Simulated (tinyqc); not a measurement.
CIS on RHF in the sto-3g basis, frozen core, for H2O, spin multiplicity 1, step by step. One step of it, computed by the program tinyqc.

Problem. CIS singlet states. Diagonalise A (1 hartree = 27.211386 eV); each vector has its largest component positive (the first on a tie). The transition dipole is mu = sqrt2 sum c_ia <i|r|a>.

CIS matrix A, singlet (hartree), order 2>6, 2>7, 3>6, 3>7, 4>6, 4>7, 5>6, 5>7:
```
[[1.491974, 0.000000, 0.000000, 0.055664, 0.061273, 0.000000, 0.000000, 0.000000],
 [0.000000, 1.525861, -0.025949, 0.000000, 0.000000, -0.020327, 0.000000, 0.000000],
 [0.000000, -0.025949, 0.804935, 0.000000, 0.000000, 0.039660, 0.000000, 0.000000],
 [0.055664, 0.000000, 0.000000, 1.059706, 0.110843, 0.000000, 0.000000, 0.000000],
 [0.061273, 0.000000, 0.000000, 0.110843, 0.674413, 0.000000, 0.000000, 0.000000],
 [0.000000, -0.020327, 0.039660, 0.000000, 0.000000, 0.744196, 0.000000, 0.000000],
 [0.000000, 0.000000, 0.000000, 0.000000, 0.000000, 0.000000, 0.505080, 0.000000],
 [0.000000, 0.000000, 0.000000, 0.000000, 0.000000, 0.000000, 0.000000, 0.567351]]
```

dipole integrals <i|r|a> (bohr), order 2>6, 2>7, 3>6, 3>7, 4>6, 4>7, 5>6, 5>7:
```
[[0.000000, 0.000000, -0.129909],
 [0.000000, -0.142812, 0.000000],
 [0.000000, -0.790902, 0.000000],
 [0.000000, 0.000000, -0.654608],
 [0.000000, 0.000000, -0.500273],
 [0.000000, -0.655776, 0.000000],
 [0.071299, 0.000000, 0.000000],
 [0.000000, 0.000000, 0.000000]]
```

Give: singlet excitation energies; lowest vectors; oscillator strengths 2/3 w |mu|^2.

Solution.

singlet excitation energies (eV): [13.7439, 15.4384, 17.4807, 19.7162, 22.3960, 29.3272, 40.9785, 41.5626]

lowest vectors, order 2>6, 2>7, 3>6, 3>7, 4>6, 4>7, 5>6, 5>7:
```
[[0.0000, 0.0000, -0.0534, 0.0000, 0.0000, -0.1639],
 [0.0000, 0.0000, 0.0000, 0.0085, 0.0458, 0.0000],
 [0.0000, 0.0000, 0.0000, -0.4403, 0.8971, 0.0000],
 [0.0000, 0.0000, -0.2497, 0.0000, 0.0000, 0.9573],
 [0.0000, 0.0000, 0.9669, 0.0000, 0.0000, 0.2382],
 [0.0000, 0.0000, 0.0000, 0.8978, 0.4395, 0.0000],
 [1.0000, 0.0000, 0.0000, 0.0000, 0.0000, 0.0000],
 [0.0000, 1.0000, 0.0000, 0.0000, 0.0000, 0.0000]]
```

oscillator strengths 2/3 w |mu|^2: [0.0034, 0.0000, 0.0841, 0.0565, 1.1067, 0.7543]
